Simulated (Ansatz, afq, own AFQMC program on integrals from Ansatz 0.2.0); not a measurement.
Ge2H2, triplet in cc-pVDZ, levels against CCSDT(Q)

```
atom   x (Å)    y (Å)    z (Å)
  Ge  0.0000   0.1129   1.1951
  Ge  0.0000  -0.1111  -1.2011
   H  0.0000   1.5464   1.8623
   H  0.0000  -1.6756  -1.4299
```

Connectivity, by distances: GeH–GeH.

Basis cc-pVDZ. Only valence electrons are correlated. AFQMC by an in-house program on the Cholesky factors that Ansatz 0.2.0 writes for its CCSD(T) run. The CISD trial takes its coefficients from CCSD amplitudes. Released means that phaseless walkers are propagated on without the constraint, phases kept. Uncertainties: one standard error, sampling alone. No spin–orbit coupling.

Determinant: UHF, the one that the program's search chose, which needn't be the lowest solution. The geometry is a point of a scan.

No full CI on the walks' own integrals is used here; CCSDT(Q) serves as the reference and is uncertain by about the last step of the cluster series.

Cautions: no relativity below Rb; no spin-orbit coupling; inner d shell frozen; lower spins were not checked.

- T1 diagnostic: 0.0357
- weight of the determinant in the CISD state: 0.843
- ⟨S²⟩ of the determinant: 2.032
- size of the correlated space: 10 electrons in 36 orbitals

Reference: CCSDT(Q), correlation energy -5.183 eV. The released energy is read at 2.40 1/Eh (meV from the phaseless value at times in 1/Eh: -2 ± 13 at 0.24, -8 ± 12 at 0.51, -23 ± 10 at 0.99, -37 ± 12 at 1.62, -26 ± 12 at 2.40).

| level | E − E(reference) (meV) | share of correlation (%) |
| --- | --- | --- |
| HF | 5182.9 | 0.00 |
| MP2 | 1281.0 | 75.28 |
| CCSD | 251.2 | 95.15 |
| CCSD(T) | 62.0 | 98.80 |
| CCSDT | 13.2 | 99.75 |
| ph-AFQMC/HF | 146.7 ± 35.2 | 97.17 |
| ph-AFQMC/CISD | 41.9 ± 11.8 | 99.19 |
| released AFQMC | 16.1 ± 12.4 | 99.69 |

A walk keeps the symmetry of its determinant, which the program's search chose and which needn't be the lowest solution, so a lower state of the same spin and another symmetry isn't excluded. Released energies are given only where the last usable release times agree within the noise; a slower fall can still hide under it.
